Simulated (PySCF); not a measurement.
Point-charge models of (CH3)3CCH2F, `FCC(C)(C)C` against its computed dipole.

Coordinates (PBE0-D3(BJ)/def2-TZVP, Å) and charges (e) from the PBE0/pcSseg-2 density (PySCF):

| atom | x | y | z | Mulliken | IAO | Hirshfeld | ESP-fitted |
| --- | --- | --- | --- | --- | --- | --- | --- |
| C1 | -0.553 | 0.452 | -1.358 | -0.0786 | -0.4288 | -0.1216 | -0.7406 |
| C2 | -0.007 | -0.010 | -0.011 | -0.1235 | +0.0452 | +0.0073 | +0.7121 |
| C3 | -1.074 | -0.796 | 0.745 | -0.0663 | -0.4312 | -0.1278 | -0.5625 |
| C4 | 1.233 | -0.873 | -0.218 | -0.0650 | -0.4310 | -0.1278 | -0.6016 |
| C5 | 0.363 | 1.236 | 0.776 | +0.2894 | +0.0421 | +0.0166 | -0.0198 |
| F6 | 0.891 | 0.913 | 2.015 | -0.3171 | -0.3416 | -0.1161 | -0.2494 |
| H7 | -0.838 | -0.410 | -1.966 | +0.0372 | +0.1457 | +0.0464 | +0.1932 |
| H8 | 0.195 | 1.020 | -1.918 | +0.0317 | +0.1384 | +0.0427 | +0.1588 |
| H9 | -1.438 | 1.082 | -1.237 | +0.0320 | +0.1384 | +0.0427 | +0.1572 |
| H10 | -0.716 | -1.089 | 1.733 | +0.0530 | +0.1509 | +0.0411 | +0.1371 |
| H11 | -1.340 | -1.704 | 0.197 | +0.0306 | +0.1397 | +0.0427 | +0.1299 |
| H12 | -1.983 | -0.202 | 0.874 | +0.0280 | +0.1364 | +0.0410 | +0.1277 |
| H13 | 1.653 | -1.190 | 0.739 | +0.0532 | +0.1512 | +0.0411 | +0.1480 |
| H14 | 0.985 | -1.767 | -0.795 | +0.0301 | +0.1395 | +0.0427 | +0.1377 |
| H15 | 2.007 | -0.325 | -0.763 | +0.0279 | +0.1365 | +0.0411 | +0.1389 |
| H16 | -0.520 | 1.861 | 0.950 | +0.0189 | +0.1343 | +0.0439 | +0.0668 |
| H17 | 1.117 | 1.822 | 0.240 | +0.0184 | +0.1342 | +0.0437 | +0.0664 |

Task: What dipole does each set of charges give (1 e·Å = 4.803 D), and what does the density give?

Result: The full density gives (-0.70, 0.09, -1.62) D, 1.77 D in size; dipole vectors point from the negative to the positive end.

| scheme | μx | μy | μz | size (D) | share of the full size (%) | angle to the full dipole (°) |
| --- | --- | --- | --- | --- | --- | --- |
| Mulliken | -0.79 | 0.11 | -1.81 | 1.97 | 112 | 0 |
| IAO | -1.15 | 0.43 | -2.69 | 2.95 | 167 | 5 |
| Hirshfeld | -0.44 | 0.20 | -1.04 | 1.15 | 65 | 7 |
| ESP-fitted | -0.71 | 0.08 | -1.62 | 1.77 | 100 | 1 |

Task: Which set comes closest?

Result: Length of the difference vector: ESP-fitted 0.02 D, Mulliken 0.20 D, Hirshfeld 0.65 D, IAO 1.20 D. Closest: ESP-fitted. 

Task: What is left for the Hirshfeld atoms' own dipoles?

Result: The Hirshfeld atoms' densities add up to the full density, so μ = Σ q r + Σ (atomic dipoles). The atomic dipoles sum to (-0.70, 0.09, -1.62) − (-0.44, 0.20, -1.04) = (-0.26, -0.11, -0.58) D, 0.65 D in size.

Task: With the origin at the mean of the coordinates, (-0.001, 0.001, 0.000) Å, which are the largest single terms, by size, of the IAO dipole along the direction of the full one?

Result: F6 +3.53, C1 -3.06, H7 +1.48, H9 +1.17, H8 +1.15 D; all 17 atoms together +2.94 D. The single terms depend on the origin, their sum doesn't.

Task: Give the size of the full dipole in other units.

Result: 1.77 D = 0.696 au = 0.368 e·Å = 5.90 × 10⁻³⁰ C·m.

Geometry: PBE0-D3(BJ)/def2-TZVP; no solvent, vibrations or thermal averaging.

The run behind these numbers computed NMR shieldings as well. The run took 53 s wall (with the writing of density and orbital grids) on AMD EPYC 9R14, one thread (shared host), and the process peaked at 1.5 GiB of memory.

Shape of the structure used: `[CH3:1][C:2]([CH3:3])([CH3:4])[CH2:5][F:6]`: C1–C2–C5–F6 -179°.
